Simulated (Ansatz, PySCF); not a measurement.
Molecule: O2 (charge 0, triplet). SMILES: O=O
Geometry from a B3LYP-D3(BJ)/def2-TZVP (Ansatz, an electronic-structure program) optimisation:
```
O
O 1 1.2043
```
Charge 0, spin multiplicity 3.

Wanted: atomisation energy, in kcal/mol. Conventions: UHF or UKS for open shells; no spin-orbit coupling; atomisation electronic, to ground-state atoms; non-relativistic. First-principles rows: single points at B3LYP-D3(BJ) geometries (Ansatz).

| species | coefficient | E at BP86/def2-SVP (PySCF), Eh | E at wB97M-V/def2-TZVPD (Ansatz), Eh |
|---|---|---|---|
| O=O (triplet) | -1 | -150.21560 | -150.35177 |
| O atom | +2 | -74.99134 | -75.07806 |

 1 Eh = 627.5095 kcal/mol.

Problem. Work the quantity out at each level.

Solution. 
- BP86/def2-SVP: the sum of coefficient times E is 0.23292 Eh, or 146.16 kcal/mol. Result: 146.2 kcal/mol.
- wB97M-V/def2-TZVPD: the sum of coefficient times E is 0.19565 Eh, or 122.77 kcal/mol. Result: 122.8 kcal/mol.
